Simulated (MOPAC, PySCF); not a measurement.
C₂H₂O, SMILES `C(=O)=C`, neutral singlet in the gas phase. 

Cartesian coordinates (Å):
SMILES: C=C=O
```xyz
5

C     -0.5415     0.0082    -0.0118
C      0.7651    -0.0116     0.0167
O      1.9209    -0.0292     0.0420
H     -1.0865    -0.9238    -0.0253
H     -1.0580     0.9564    -0.0216
```
Charge 0, multiplicity 1.

All levels are single points at this geometry (PBE0-D3(BJ)/def2-TZVP); Pople sets use spherical d functions. Orbital energies aren't observables, and empty levels follow the basis.

AM1 in MOPAC gives HOMO (eV) = -9.50.

### Question
Estimate the HOMO (eV) from each of these levels: ωB97X-D3(BJ)/def2-TZVP in PySCF; B3LYP/3-21G in PySCF; B3LYP/6-311+G** in PySCF; BP86/6-31G* in PySCF; M06-2X/6-31G* in PySCF; PBE/6-31G* in PySCF; SVWN5/6-31G* in PySCF; HF/3-21G in PySCF; HF/STO-3G in PySCF; PM3 in MOPAC; PM6 in MOPAC; PM7 in MOPAC.

### Answer

```tsv
level	HOMO (eV)
ωB97X-D3(BJ)/def2-TZVP in PySCF	-9.52
B3LYP/3-21G in PySCF	-6.40
B3LYP/6-311+G** in PySCF	-6.95
BP86/6-31G* in PySCF	-5.56
M06-2X/6-31G* in PySCF	-8.02
PBE/6-31G* in PySCF	-5.44
SVWN5/6-31G* in PySCF	-5.59
HF/3-21G in PySCF	-9.71
HF/STO-3G in PySCF	-7.42
PM3 in MOPAC	-9.40
PM6 in MOPAC	-9.83
PM7 in MOPAC	-9.87
```
